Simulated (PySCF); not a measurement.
**Level of theory and proton affinities: vinyl anion**

Structure: `[CH-]=C` ([C2H3]-). Numbering: `[CH-:1]=[CH2:2]`

All levels share the PBE0-D3(BJ)/ma-def2-SVP structures and the PBE0-D3(BJ)/ma-def2-SVP thermal terms; only the single-point energies (PySCF) change. Values are proton affinities (298 K, kJ/mol).

| level | C1 | abs. error | time |
| --- | --- | --- | --- |
| BLYP-D3(BJ)/ma-def2-TZVP | 1693 | 18.0 | 3.7 s |
| PBE-D3(BJ)/ma-def2-TZVP | 1693 | 17.3 | 3.5 s |
| BP86-D3(BJ)/ma-def2-TZVP | 1694 | 16.7 | 3.6 s |
| ωB97M-D3(BJ)/ma-def2-TZVP (grid 3) | 1696 | 14.6 | 4.5 s |
| M06/ma-def2-TZVP (grid 3) | 1702 | 9.0 | 5.4 s |
| PBE0-D3(BJ)/aug-pcseg-1 | 1703 | 7.6 | 1.5 s |
| M06-2X/ma-def2-TZVP (grid 3) | 1704 | 7.0 | 4.8 s |
| PBE0-D3(BJ)/aug-cc-pVDZ | 1705 | 6.1 | 1.5 s |
| CAM-B3LYP-D3(BJ)/ma-def2-TZVP | 1705 | 5.6 | 1.9 s |
| r2SCAN-D3(BJ)/ma-def2-TZVP (grid 3) | 1707 | 3.9 | 6.5 s |
| B3LYP-D3(BJ)/ma-def2-TZVP | 1708 | 3.1 | 1.7 s |
| HSE06/ma-def2-TZVP | 1710 | 0.9 | 4.2 s |
| PBE0-D3(BJ)/ma-def2-SVP | 1710 | 0.6 | 1 s |
| PBE0-D3(BJ)/6-31+G* | 1711 | 0.3 | 1 s |
| PBE0-D3(BJ)/ma-def2-TZVP | 1711 | 0.8 | – |
| PBE0-D3(BJ)/6-311+G** | 1712 | 0.8 | 1.3 s |
| PBE0-D3(BJ)/jun-cc-pV(T+d)Z | 1712 | 0.9 | 2.4 s |
| PBE0-D3(BJ)/6-311++G(2d,2p) | 1712 | 1.2 | 1.6 s |
| PBE0-D3(BJ)/def2-QZVPPD | 1715 | 4.4 | 7.9 s |
| PBE0-D3(BJ)/def2-TZVPD | 1717 | 6.0 | 2.1 s |
| OPBE/ma-def2-TZVP | 1717 | 6.2 | 3.5 s |
| ωB97X-D3(BJ)/ma-def2-TZVP | 1718 | 6.8 | 2.1 s |
| B97-2/ma-def2-TZVP | 1720 | 8.9 | 1.8 s |
| PBE0-D3(BJ)/def2-QZVP | 1720 | 8.9 | 6.4 s |
| BHandHLYP/ma-def2-TZVP | 1721 | 10.3 | 1.6 s |
| PBE0-D3(BJ)/pcseg-2 | 1723 | 11.9 | 1.9 s |
| PBE0-D3(BJ)/def2-SVPD | 1724 | 13.2 | 1.3 s |
| LC-ωPBE/ma-def2-TZVP | 1724 | 13.7 | 3.8 s |
| PBE0-D3(BJ)/def2-TZVP | 1727 | 16.2 | 1.4 s |
| PBE0-D3(BJ)/def2-TZVPP | 1728 | 16.9 | 2 s |
| HF/ma-def2-TZVP | 1732 | 21.8 | 0.59 s |
| PBE0-D3(BJ)/cc-pVTZ | 1740 | 29.1 | 2.1 s |
| PBE0-D3(BJ)/pcseg-1 | 1742 | 31.7 | 0.87 s |
| PBE0-D3(BJ)/def2-SV(P) | 1753 | 42.3 | 0.88 s |
| PBE0-D3(BJ)/def2-SVP | 1760 | 49.4 | 0.98 s |
| PBE0-D3(BJ)/cc-pVDZ | 1762 | 51.3 | 1 s |
| PBE0-D3(BJ)/6-31G* | 1793 | 82.4 | 0.78 s |
| PBE0-D3(BJ)/6-31G | 1807 | 96.2 | 0.69 s |
| ATcT 1.112 | 1711 |  |  |

Times are wall times for all single points of a level on 1 thread of Arm Neoverse V1, a shared host; the dash marks the run that also made the structures. BLYP, BP86, HSE06, LC-ωPBE, OPBE, PBE, r2SCAN ran on a slower path of this set-up, which computes the density-fitting integrals anew in every SCF cycle while the other levels store them. So the times needn't show the usual order of cost, and those levels read slower than they are.

Hartree-Fock leaves out electron correlation, so its proton affinities can be off by tens of kJ/mol.

The spread: 114 kJ/mol, from 1693 to 1807.
